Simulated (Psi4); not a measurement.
# CH3BO (Borane carbonyl): MP3/def2-TZVP

Aim: the vertical ionisation energy of CH3BO (Borane carbonyl) at MP3/def2-TZVP, from 2 runs. 

Program for the calculation: Psi4 1.11.

5 further runs of the same task are left out: 2 that didn't finish, 3 set aside as unsound or not needed. Runs told in other sessions of the task aren't counted.

**1. Starting point**

CH3BO has 6 atoms, charge 0, and is taken as a singlet. As SMILES, `[BH3-]C#[O+]`. The coordinates come from a PBE0-D4/def2-TZVP relaxation.

Bond lengths: B1–C2 1.512 Å, C2–O3 1.127 Å, B1–H4 1.209 Å, B1–H5 1.209 Å, B1–H6 1.209 Å. Angles: B1–C2–O3 179.9°, C2–B1–H4 104.6°, C2–B1–H5 104.5°, C2–B1–H6 104.5°, H4–B1–H5 113.9°, H4–B1–H6 113.9°, H5–B1–H6 113.9°.

**2. A single-point energy at MP3/def2-TZVP**

File ch3bo.xyz:

```xyz
6
CH3BO
B     -0.275160     0.419730    -0.199910
C      0.494180    -0.755680     0.359250
O      1.068320    -1.631140     0.776320
H     -1.437140     0.121710    -0.050320
H      0.069540     0.485120    -1.356800
H      0.080260     1.360240     0.471460
```

File run_ase.py:

```python
import numpy as np
from ase.calculators.psi4 import Psi4
from ase.io import read

mol = read('ch3bo.xyz')
calc = Psi4(atoms=mol, method='mp3', basis='def2-TZVP', memory='2200MB', num_threads=1, charge=0, multiplicity=1, label='ch3bo')
calc.psi4.set_options({'puream': True, 'e_convergence': 1e-09, 'd_convergence': 1e-08, 'scf_type': 'pk', 'num_frozen_docc': 3, 'mp_type': 'conv'})
mol.calc = calc

print(f'energy: {mol.get_potential_energy():.6f} eV')
```

On the command line:

```bash
$ python run_ase.py
```

ch3bo.dat:

```text
[...]
  Running in c1 symmetry.
[...]
  Nuclear repulsion =   56.830250486033535
[...]
  Multiplicity = 1
[...]
  Nalpha       = 11
  Nbeta        = 11
[...]
    Number of basis functions: 111
[...]
   @RHF iter   1:  -139.12858796207749   -8.99328e-01   3.11000e-03 ADIIS/DIIS
[...]
   @RHF iter  11:  -139.19658366666641   -1.87583e-12   1.43711e-09 DIIS
[...]
    Orbital Energies [Eh]
    ---------------------
    Doubly Occupied:
       1A    -20.708980     2A    -11.432195     3A     -7.555626
       4A     -1.566869     5A     -0.904468     6A     -0.799459
       7A     -0.693002     8A     -0.692983     9A     -0.558536
      10A     -0.472220    11A     -0.472210
[...]
  @RHF Final Energy:  -139.19658366666641
   => Energetics <=
    Nuclear Repulsion Energy =             56.8302504860335347
    One-Electron Energy =                -300.3405721009771696
    Two-Electron Energy =                 104.3137379482772076
    Total Energy =                       -139.1965836666664131
[...]
 Multipole Moments:
 ------------------------------------------------------------------------------------
     Multipole            Electronic (a.u.)      Nuclear  (a.u.)        Total (a.u.)
 ------------------------------------------------------------------------------------
 L = 1.  Multiply by 2.5417464519 to convert [e a0] to [Debye]
 Dipole X            :          2.1036013           -1.7680871            0.3355142
 Dipole Y            :         -3.2155653            2.7021024           -0.5134629
 Dipole Z            :          1.5290786           -1.2851222            0.2439564
 Magnitude           :                                                    0.6600975
[...]
	SCS-MP2 Total Energy (a.u.)        :  -139.68384792734972
	SOS-MP2 Total Energy (a.u.)        :  -139.68222371417139
[...]
	SOS-PI-MP2 Total Energy (a.u.)     :  -139.71958064090254
[...]
	MP2 Total Energy (a.u.)            :  -139.68709635370629
[...]
	SCS-MP3 Total Energy (a.u.)        :  -139.68655697379330
[...]
	MP3 Total Energy (a.u.)            :  -139.69793253948063
[...]
```

The script printed:

```text
energy: -3801.374369 eV
```

Run time: 16 s. Hardware: 1 thread of Intel Xeon Platinum 8488C (Sapphire Rapids), shared host; peak memory 1.7 GiB.

**3. The doublet cation at the same level**

File ch3bo.py:

```python
import psi4

psi4.set_memory('2200 MB')
psi4.set_num_threads(1)
psi4.set_output_file('run.log', False)

m = psi4.geometry("""
1 2
B     -0.275160     0.419730    -0.199910
C      0.494180    -0.755680     0.359250
O      1.068320    -1.631140     0.776320
H     -1.437140     0.121710    -0.050320
H      0.069540     0.485120    -1.356800
H      0.080260     1.360240     0.471460
units angstrom
symmetry c1
""")

psi4.set_options({
    'reference': 'uhf',
    'puream': True,
    'e_convergence': 1e-09,
    'd_convergence': 1e-08,
    'scf_type': 'pk',
    'num_frozen_docc': 3,
    'maxiter': 100,
    'mp_type': 'conv',
})

result = psi4.energy('mp3/def2-TZVP', molecule=m)
print('E =', round(result, 9))
```

On the command line:

```bash
$ python ch3bo.py
```

run.log:

```text
[...]
  Running in c1 symmetry.
[...]
  Nuclear repulsion =   56.830250486033535
[...]
  Multiplicity = 2
[...]
  Nalpha       = 11
  Nbeta        = 10
[...]
    Number of basis functions: 111
[...]
   @UHF iter   1:  -138.69072654222811   -4.61466e-01   2.79591e-03 ADIIS/DIIS
[...]
   @UHF iter  29:  -138.77588398064705   -3.49587e-11   6.32972e-09 DIIS
[...]
   @S^2 Observed:                7.769773738E-01
[...]
    Orbital Energies [Eh]
    ---------------------
    Alpha Occupied:
       1A    -20.964213     2A    -11.672980     3A     -7.894085
       4A     -1.806761     5A     -1.204491     6A     -1.055279
       7A     -0.956343     8A     -0.929006     9A     -0.920508
      10A     -0.821688    11A     -0.768450
    Alpha Virtual:
      12A     -0.153005    13A     -0.136922    14A     -0.088537
      15A     -0.034198    16A     -0.026422    17A     -0.017533
      18A      0.023309    19A      0.046609    20A      0.056094
      21A      0.142794    22A      0.146497    23A      0.151083
      24A      0.181780    25A      0.227303    26A      0.317956
[...]
  @UHF Final Energy:  -138.77588398064705
   => Energetics <=
    Nuclear Repulsion Energy =             56.8302504860335347
    One-Electron Energy =                -294.3355128272814341
    Two-Electron Energy =                  98.7293783606008191
    Total Energy =                       -138.7758839806470519
  UHF NO Occupations:
  HONO-2 :    9  A 1.9964520
  HONO-1 :   10  A 1.9913701
  HONO-0 :   11  A 1.0000000
  LUNO+0 :   12  A 0.0086299
  LUNO+1 :   13  A 0.0035480
[...]
 Multipole Moments:
 ------------------------------------------------------------------------------------
     Multipole            Electronic (a.u.)      Nuclear  (a.u.)        Total (a.u.)
 ------------------------------------------------------------------------------------
 L = 1.  Multiply by 2.5417464519 to convert [e a0] to [Debye]
 Dipole X            :          1.2393332           -1.7680871           -0.5287539
 Dipole Y            :         -1.1988669            2.7021024            1.5032355
 Dipole Z            :          1.0951556           -1.2851222           -0.1899666
 Magnitude           :                                                    1.6048006
[...]
	SCS-MP2 Total Energy (a.u.)        :  -139.23548064846904
	SOS-MP2 Total Energy (a.u.)        :  -139.23345700320658
[...]
	SOS-PI-MP2 Total Energy (a.u.)     :  -139.26865492801886
[...]
	MP2 Total Energy (a.u.)            :  -139.23952793899403
[...]
	SCS-MP3 Total Energy (a.u.)        :  -139.23711344409347
[...]
	MP3 Total Energy (a.u.)            :  -139.24605912149173
[...]
```

Standard output:

```text
E = -139.246059121
```

Run time: 36 s. Hardware: 1 thread of Intel Xeon Platinum 8488C (Sapphire Rapids), shared host; peak memory 1.8 GiB.

**4. What came out**

Level: MP3/def2-TZVP, 3 core orbitals frozen.

```
                                                                  quantity          value
                                               singlet CH3BO: total energy  -139.69793 Eh
                        singlet CH3BO: HOMO energy (Hartree–Fock orbitals)      -12.85 eV
                        singlet CH3BO: LUMO energy (Hartree–Fock orbitals)        2.76 eV
                      singlet CH3BO: HOMO–LUMO gap (Hartree–Fock orbitals)       15.61 eV
                singlet CH3BO: correlation energy (3 core orbitals frozen)     -501.3 mEh
                                              doublet cation: total energy  -139.24606 Eh
doublet cation: HOMO energy (Hartree–Fock orbitals) (highest over α and β)      -20.27 eV
 doublet cation: LUMO energy (Hartree–Fock orbitals) (lowest over α and β)      -10.17 eV
               doublet cation: correlation energy (3 core orbitals frozen)     -470.2 mEh
                         doublet cation: ⟨S²⟩ of the reference determinant          0.777
                        vertical ionisation energy (to the doublet cation)      12.296 eV
```

In words: Removing an electron at fixed nuclei costs 12.30 eV (284 kcal/mol).
